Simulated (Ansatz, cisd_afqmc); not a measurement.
System: CN, charge 0, doublet. CN (SMILES N#[C], doublet).
B3LYP-D3(BJ)/def2-TZVP minimum from Ansatz (a first-principles code):
```
C
N 1 1.1622
```
Charge 0, spin multiplicity 2.

Total energies in cc-pVDZ, 9 correlated electrons, 2 frozen orbitals. Open shells are spin-unrestricted; no spin-orbit coupling. Cores are frozen in correlated methods. No relativity. The Monte Carlo rows (phaseless AFQMC, CISD trial, step 0.005/hartree) carry one-sigma bars that omit the constraint's bias. Outlying blocks are dropped, and bars are widened where a walk drifts. Over all cases where full CI ran beside it in this data, AFQMC minus full CI had a median of +0.1 mEh and passed +0.4 mEh in a tenth of the cases. The UHF reference of CN ([C]#N, doublet) is spin-contaminated (<S^2> up to 0.37 over the pure value in the sets run).

| method | program | energy (Eh) | minus CCSDTQ (mEh) |
|---|---|---|---|
| HF | Ansatz | -92.21304 | 278.89 |
| MP2 | Ansatz | -92.43710 | 54.82 |
| CCSD | Ansatz | -92.47596 | 15.96 |
| CCSD(T) | Ansatz | -92.48814 | 3.78 |
| CCSDT(Q) | Ansatz | -92.49250 | -0.58 |
| CCSDTQ | Ansatz | -92.49192 | 0.00 |
| AFQMC/CISD | cisd_afqmc | -92.4904 ± 0.0004 | 1.5 ± 0.4 |

Rough core times of Ansatz's runs on a shared machine: CCSD(T) under 20 s, CCSDT(Q) 20 s, CCSDTQ 6 min.
